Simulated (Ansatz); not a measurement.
Born–Oppenheimer molecular dynamics of CH3MgSi (6 atoms, charge 0, multiplicity 2). It goes on from the last frame of an earlier run, with new velocities.

Computed with UKS BLYP/6-31G (Ansatz).

| Item | Value |
| --- | --- |
| ensemble | NVT, Langevin thermostat |
| time step | 0.25 fs |
| steps asked | 250 |
| set temperature | 2000 K |
| friction | 0.05 /fs |
| seed | 506956 |

First frame:

```xyz
6
Properties=species:S:1:pos:R:3
C 1.318 0.007 1.207
Mg 1.659 -1.687 -0.391
Si -0.262 0.506 0.307
H 1.552 -0.445 2.230
H 2.219 0.435 0.875
H -1.400 0.179 1.386
```

**Question.** How far do the bonds stretch over the last three quarters of this one trajectory? (Pairs bonded in most of those frames.)

**Answer.** 
```csv
bond,mean (Å),spread (Å),shortest,longest
C1–Mg2,2.236,0.098,2.08,2.36
C1–Si3,1.887,0.070,1.77,1.99
C1–H4,1.128,0.072,0.99,1.27
C1–H5,1.171,0.105,0.98,1.37
Si3–H6,1.573,0.066,1.49,1.72
```

Mean temperature of the second half: 1790 K. The mean temperature of the second half is 10 % below the set value. A run of 0.062 ps of so small a system gives no equilibrium averages. Limits of this set-up: no polarisation functions.

Time of the run: 8.9 min on 1 CPU thread of a shared host.
